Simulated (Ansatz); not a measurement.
Geometry optimisation, RKS BLYP-D4/def2-mTZVP (Ansatz 0.2.0).

Input file:

```yaml
crystal:
  periodic: [false, false, false]
  atoms:
    - { symbol: B, position_ang: [0.0, 0.0, 0.0] }
    - { symbol: H, position_ang: [0.0, 0.0, 1.54] }
    - { symbol: O, position_ang: [1.2211, 0.0, -0.705] }
    - { symbol: H, position_ang: [1.5209, -0.9519, -0.8599] }
    - { symbol: H, position_ang: [-1.0305, 0.0, -0.595] }
    - { symbol: F, position_ang: [0.0726, 1.5356, 0.5108] }
    - { symbol: H, position_ang: [0.041, 0.8666, 1.4996] }
basis:
  gaussian: { orbitals: def2-mTZVP }
hamiltonian:
  xc: blyp
  dispersion: d4
relax:
  f_tol: 0.15
  max_steps: 25
  restrain:
    - { distance: [0, 5], at: 2.52, k: 30.0 }
    - { distance: [6, 1], at: 1.86, k: 30.0 }
    - { distance: [0, 1], at: 1.19, k: 30.0 }
    - { distance: [6, 5], at: 0.92, k: 30.0 }
output:
  orbitals: {}
```

Command:

```bash
$ ansatz run input.yaml --threads 1 --pin off --max-ram 2048MiB --backend cpu --events-out ev --progress --plain --runs-dir out
```

Task: Where does it end, and by what steps?

Result: It converged. The restraints hold the end off the free minimum; the threshold counts their pulls, which the force column leaves out. Restrained pairs: B1–F6 (1.62 → 2.53 Å), H2–H7 (0.87 → 1.86 Å), B1–H2 (1.54 → 1.20 Å), F6–H7 (1.19 → 0.94 Å). After 9 steps the energy has fallen by 2.083 eV (the restraints' own energy left out); H2 moved furthest, 0.64 Å.

| step | energy less start (eV) | largest force component (eV/Å) | accepted |
| --- | --- | --- | --- |
| 0 | 0.0000 | 3.284 | yes |
| 1 | -0.5139 | 2.095 | yes |
| 2 | -0.9573 | 2.246 | yes |
| 3 | -1.1639 | 2.159 | yes |
| 4 | -1.5847 | 0.986 | yes |
| 5 | -1.8355 | 1.194 | yes |
| 6 | -2.0444 | 0.825 | yes |
| 7 | -2.0762 | 0.569 | yes |
| 8 | -2.0807 | 0.659 | yes |
| 9 | -2.0831 | 0.551 | yes |

```xyz
7
Properties=species:S:1:pos:R:3
B -0.102 -0.294 -0.090
H 0.040 -0.458 1.089
O 0.948 -0.451 -0.941
H 1.801 -0.627 -0.499
H -1.175 -0.089 -0.570
F 0.224 2.017 0.878
H 0.089 1.352 1.524
```

Time of the run: 17 s on 1 thread of Arm Neoverse V2, with other jobs on the host, peak memory 0.13 GiB.
